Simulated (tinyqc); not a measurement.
Pariser-Parr-Pople SCF with singles CI, for the molecule O=CC=O (SMILES; centres numbered as the heavy atoms are written), step by step. Computed by tinyqc, a small Python program that keeps every step. Settings: charge = 0, gamma = MN, start = core, damping = 0.5, iteration cap = 63, excitations kept = 6. Command: `OMP_NUM_THREADS=1 python tinyqc.py 26359 26360 out.jsonl` (the two numbers bound the seeds that draw the settings). One thread of a shared host (Intel(R) Xeon(R) Processor @ 2.60GHz), about 0.01 s of CPU time with the checks. Later iterations appear only in the table of the cycle.

## PPP integrals

Centres (angstrom, eV; a flat drawing with bonds scaled to 1.40 angstrom):
```
centre         x         y  core charge z         W  gamma_rr
1O       1.84800  -0.12700              1  17.70000  15.20000
2C       0.55900   0.42100              1  11.16000  11.13000
3C      -0.55900  -0.42100              1  11.16000  11.13000
4O      -1.84800   0.12700              1  17.70000  15.20000
```

Resonance integrals (eV):
```
i  j      beta
1  2  -2.51000
2  3  -2.39000
3  4  -2.51000
```

Mataga-Nishimoto: gamma = 14.399645/(R + a), a = 2 x 14.399645/(gamma_rr + gamma_ss); H_rr = -W_r - sum_(s != r) z_s gamma_rs; H_rs = beta for bonds.

repulsion gamma_rs (eV), order 1O, 2C, 3C, 4O:
```
[[15.20000, 5.77271, 4.09235, 3.09532],
 [5.77271, 11.13000, 5.34633, 4.09235],
 [4.09235, 5.34633, 11.13000, 5.77271],
 [3.09532, 4.09235, 5.77271, 15.20000]]
```

core matrix H (eV), order 1O, 2C, 3C, 4O:
```
[[-30.66039, -2.51000, 0.00000, 0.00000],
 [-2.51000, -26.37139, -2.39000, 0.00000],
 [0.00000, -2.39000, -26.37139, -2.51000],
 [0.00000, 0.00000, -2.51000, -30.66039]]
```

## Starting guess

pi electrons, sum of z_r less the charge = 4

Orbitals of the core matrix H.

P at the start, order 1O, 2C, 3C, 4O:
```
[[1.57660, 0.76807, 0.16725, -0.22278],
 [0.76807, 0.42340, 0.22278, 0.16725],
 [0.16725, 0.22278, 0.42340, 0.76807],
 [-0.22278, 0.16725, 0.76807, 1.57660]]
```

## Iteration 1: Fock matrix

F_rr = H_rr + P_rr gamma_rr / 2 + sum_(s != r) P_ss gamma_rs; F_rs = H_rs - P_rs gamma_rs / 2; E = tr P (H + F) / 2 + core repulsion sum_(r<s) z_r z_s gamma_rs.

F (eV), order 1O, 2C, 3C, 4O:
```
[[-9.62127, -4.72692, -0.34221, 0.34479],
 [-4.72692, -6.19827, -2.98553, -0.34221],
 [-0.34221, -2.98553, -6.19827, -4.72692],
 [0.34479, -0.34221, -4.72692, -9.62127]]
```

pi energy = -61.63204 eV

## Iteration 1: orbitals and new P

Diagonalise F (the basis is taken as orthonormal) and form P = 2 sum c c over the lowest orbitals; 0.5 of the old P is kept.

orbital energies (eV): [-14.29949, -12.12361, -4.16080, -1.05519]

P after iteration 1, order 1O, 2C, 3C, 4O:
```
[[1.44312, 0.83210, 0.13554, -0.26164],
 [0.83210, 0.55688, 0.26164, 0.13554],
 [0.13554, 0.26164, 0.55688, 0.83210],
 [-0.26164, 0.13554, 0.83210, 1.44312]]
```

## Iteration 2: Fock matrix

As before.

F (eV), order 1O, 2C, 3C, 4O:
```
[[-9.73209, -4.91173, -0.27734, 0.40493],
 [-4.91173, -6.05862, -3.08941, -0.27734],
 [-0.27734, -3.08941, -6.05862, -4.91173],
 [0.40493, -0.27734, -4.91173, -9.73209]]
```

pi energy = -62.14501 eV

## Iteration 2: orbitals and new P

As before.

orbital energies (eV): [-14.42743, -12.41161, -4.04776, -0.69462]

P after iteration 2, order 1O, 2C, 3C, 4O:
```
[[1.37881, 0.86377, 0.11997, -0.27944],
 [0.86377, 0.62119, 0.27944, 0.11997],
 [0.11997, 0.27944, 0.62119, 0.86377],
 [-0.27944, 0.11997, 0.86377, 1.37881]]
```

## Convergence

Stop when output and input P, before any damping, agree to 1e-7.

Course of the cycle:
```
iteration       E (eV)  largest |P(out) - P(in)|
1          -61.6320422                  2.67e-01
2          -62.1450133                  1.29e-01
3          -62.4024036                  6.21e-02
4          -62.5314623                  3.00e-02
5          -62.5961220                  1.45e-02
6          -62.6284978                  7.03e-03
7          -62.6447023                  3.40e-03
8          -62.6528109                  1.64e-03
9          -62.6568678                  7.93e-04
10         -62.6588973                  3.82e-04
11         -62.6599125                  1.89e-04
...                ...                       ...
22         -62.6609280                  3.96e-06
23         -62.6609283                  2.73e-06
24         -62.6609284                  1.88e-06
25         -62.6609285                  1.29e-06
26         -62.6609285                  8.89e-07
27         -62.6609285                  6.11e-07
28         -62.6609285                  4.20e-07
29         -62.6609285                  2.89e-07
30         -62.6609285                  1.99e-07
31         -62.6609285                  1.37e-07
32         -62.6609285                  9.40e-08
```

Converged in 32 iterations.

## Converged orbitals

Charges are z - P_rr.

orbital energies (eV): [-14.55115, -12.68841, -3.93116, -0.35695]

coefficients, order 1O, 2C, 3C, 4O:
```
[[0.50667, 0.63453, -0.49324, -0.31204],
 [0.49324, 0.31204, 0.50667, 0.63453],
 [0.49324, -0.31204, 0.50667, -0.63453],
 [0.50667, -0.63453, -0.49324, 0.31204]]
```

pi charges: [-0.31869, 0.31869, 0.31869, -0.31869]

## Singles CI, singlets

Over the 4 single excitations with the smallest orbital gaps: A = (e_a - e_i) delta + 2 (ia|jb) - (ij|ab), with (pq|rs) = sum c_mp c_mq gamma_mn c_nr c_ns. f = 2/3 w |mu|^2 in atomic units, mu = sqrt2 sum c_ia sum_m c_mi c_ma R_m.

singlet CI matrix (eV), order 2>3, 1>3, 2>4, 1>4:
```
[[6.49861, 0.00000, 0.00000, 0.51690],
 [0.00000, 7.56630, 0.77985, 0.00000],
 [0.00000, 0.77985, 8.57827, 0.00000],
 [0.51690, 0.00000, 0.00000, 10.35625]]
```

singlet excitation energies (eV): [6.43055, 7.14267, 9.00190, 10.42431]

oscillator strengths: [1.02937, 0.00000, 0.00000, 0.43410]

## Singles CI, triplets

Over the 4 single excitations with the smallest orbital gaps: A = (e_a - e_i) delta - (ij|ab), with (pq|rs) = sum c_mp c_mq gamma_mn c_nr c_ns.

triplet CI matrix (eV), order 2>3, 1>3, 2>4, 1>4:
```
[[1.84264, 0.00000, 0.00000, -2.19726],
 [0.00000, 3.80863, -2.19726, 0.00000],
 [0.00000, -2.19726, 6.21958, 0.00000],
 [-2.19726, 0.00000, 0.00000, 7.54501]]
```

triplet excitation energies (eV): [1.09422, 2.50789, 7.52032, 8.29344]
